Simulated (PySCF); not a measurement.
Species: C₂H₃ClO₂S.
Atom-mapped SMILES: `[CH2:1]=[CH:2][S:3](=[O:4])(=[O:5])[Cl:6]` (hydrogens: H7, H8 on C1; H9 on C2)

Level of theory: TDDFT CAM-B3LYP/def2-SVPD, vertical, gas phase, core orbitals frozen in the response in PySCF. Geometry: GFN2-xTB, one conformer, isolated molecule. Torsions of this conformer, `[CH2:1]=[CH:2][S:3](=[O:4])(=[O:5])[Cl:6]`: C1–C2–S3–O4 11°.

Computed states:

```
state  E (eV)       f
   S1    5.82  0.0040
   S2    6.08   0.040
   S3    6.51   0.018
   S4    6.64   0.014
   S5    7.23  0.0023
   S6    7.34   0.155
   S7    7.47   0.135
   S8    7.58   0.063
```

Broadening: Gaussians 0.3 eV wide at half height, area fixed by f = 4.319×10⁻⁹ ∫ε dν̃. The width is an assumption, not a result. The curve ends short of the highest state used, and states not computed would add to its high-energy end.

(1) What does the envelope look like, and where are its maxima?

(2) Coming from long wavelengths, where does ε first pass 100 L mol⁻¹ cm⁻¹?

(3) On this curve, what absorbance would a 10⁻³ mol/L sample give at 193 nm over a 1 cm path?

Results:

(1) 
| E (eV) | ε (L mol⁻¹ cm⁻¹) |
| --- | --- |
| 5.37 | 1 |
| 5.42 | 3 |
| 5.48 | 11 |
| 5.54 | 34 |
| 5.59 | 75 |
| 5.65 | 164 |
| 5.70 | 280 |
| 5.76 | 491 |
| 5.81 | 768 |
| 5.87 | 1310 |
| 5.92 | 1971 |
| 5.98 | 2884 |
| 6.04 | 3557 |
| 6.09 | 3639 |
| 6.15 | 3098 |
| 6.20 | 2343 |
| 6.26 | 1527 |
| 6.31 | 1189 |
| 6.37 | 1284 |
| 6.42 | 1667 |
| 6.48 | 2218 |
| 6.54 | 2565 |
| 6.59 | 2555 |
| 6.65 | 2183 |
| 6.70 | 1684 |
| 6.76 | 1052 |
| 6.81 | 621 |
| 6.87 | 291 |
| 6.92 | 185 |
| 6.98 | 306 |

Maxima: 204 nm (6.07 eV), ε about 3700, made up of S2 (99%); 189 nm (6.56 eV), ε about 2600, made up of S3 (59%) and S4 (41%) (ε in L mol⁻¹ cm⁻¹; maxima over ε = 5, shares over 10%). At its high-energy end, 6.98 eV, the curve is still rising (ε about 310, from S4 and S6).

(2) At about 221 nm (5.61 eV), 0.21 eV below S1.

(3) 193 nm is 6.424 eV, where ε is about 1700 L mol⁻¹ cm⁻¹, so A = ε c l ≈ 1.7 (Beer–Lambert, with the gas-phase spectrum and the assumed width).
